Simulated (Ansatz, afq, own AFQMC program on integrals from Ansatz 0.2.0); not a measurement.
AFQMC on a folder of integrals that Ansatz 0.2.0 wrote.

```yaml
crystal:
  periodic: [false, false, false]
  atoms:
    - {symbol: N, position_ang: [-0.099071, 0.000000, 0.719976]}
    - {symbol: C, position_ang: [0.094707, 0.000000, -0.815942]}
    - {symbol: H, position_ang: [0.247241, -0.930021, 1.251690]}
    - {symbol: H, position_ang: [0.247240, 0.930021, 1.251690]}
    - {symbol: H, position_ang: [-0.123141, -1.039030, -1.392796]}
    - {symbol: H, position_ang: [-0.123142, 1.039030, -1.392796]}
basis:
  gaussian: {orbitals: 6-31G}
magnetization: {spin_polarized: true, initial_magnetization: 1}
correlation: {method: ccsd_t, electrons: outside_noble_gas, hamiltonian_folder: ham}
```

```sh
$ ansatz run in.yaml --threads 1 --pin off --events-out ev --progress --plain --max-ram 1382MiB
```

afq runs on the folder ham with

```
--method phaseless --trial hf --walkers 140 --populations 1 --least-time 40 --time-step 0.005 --steps-per-block 20 --equilibration-blocks 112 --max-blocks 600 --target-error 0.00129 --factor-cut 1e-05 --start spin_pure --seed 3428 --taylor-order 6
```

Times are imaginary, in 1/Eh. The walk had a cap of 512 s.

Output of the walk:

```
orbitals 24  electrons 7 6  factors 168 of 387
reference energy -94.49389791 Eh
CCSD correlation -0.22677662 Eh in 13 cycles, weight of the determinant in the CISD state 0.8898
energy of the start -94.494466 Eh
 block  time / (1/Eh)  mean weight  energy / Eh
     1     0.100  1.0003  -94.544780
     2     0.200  1.0018  -94.575502
     3     0.300  0.9996  -94.606222
     4     0.400  1.0007  -94.628910
     5     0.500  1.0012  -94.649447
     7     0.700  1.0000  -94.654174
     9     0.900  1.0019  -94.685777
    18     1.800  1.0025  -94.724770
    52     5.200  0.9982  -94.721682
    86     8.600  1.0007  -94.708739
   120    12.000  0.9987  -94.695039
   154    15.400  0.9989  -94.746354
   188    18.800  0.9998  -94.703561
   222    22.200  1.0008  -94.716532
   256    25.600  1.0011  -94.760235
   290    29.000  1.0017  -94.698332
   324    32.400  0.9994  -94.726778
   358    35.800  1.0014  -94.770502
   392    39.200  0.9997  -94.688899
   426    42.600  1.0016  -94.703047
   460    46.000  1.0004  -94.712437
   494    49.400  1.0010  -94.724008
   528    52.800  1.0005  -94.736499
   562    56.200  1.0022  -94.755326
   596    59.600  1.0000  -94.727732
   630    63.000  0.9995  -94.739292
   664    66.400  0.9999  -94.732129
   698    69.800  1.0012  -94.756265
blocks merged  error / Eh  count
     1  0.000976  600
     2  0.001305  300
     4  0.001723  150
     8  0.002130  75
    16  0.002372  37
    32  0.002733  18
    64  0.002110  9
energy -94.726570 +/- 0.002733 Eh
(rows thinned)
```

The run passed its tests (sampling time, drift between the halves within three errors, error under three times the target), which doesn't prove that it has relaxed.

Against this walk (error 74.4 meV) on the same determinant: CCSD(T) 23.8 meV higher (within the noise), CCSDT(Q) 8.2 meV lower (within the noise), a separate phaseless walk with a CISD trial and standard settings 19.3 ± 75.7 meV lower (within the noise). The error is statistical and leaves out the bias of the constraint.

Cautions: constraint bias not in the error; error above the target (74.4 against 35.1 meV).

The walk took 3 min on 1 thread of Arm Neoverse V1, with other jobs on the host. The log's last line is the phaseless energy.

CCSDT and higher add their correlation energy to the determinant of the CCSD(T) run, since their own runs factorise the integrals more tightly (a shift of under 2 meV). A walk keeps the symmetry of its determinant, which the program's search chose and which needn't be the lowest solution, so a lower state of the same spin and another symmetry isn't excluded.
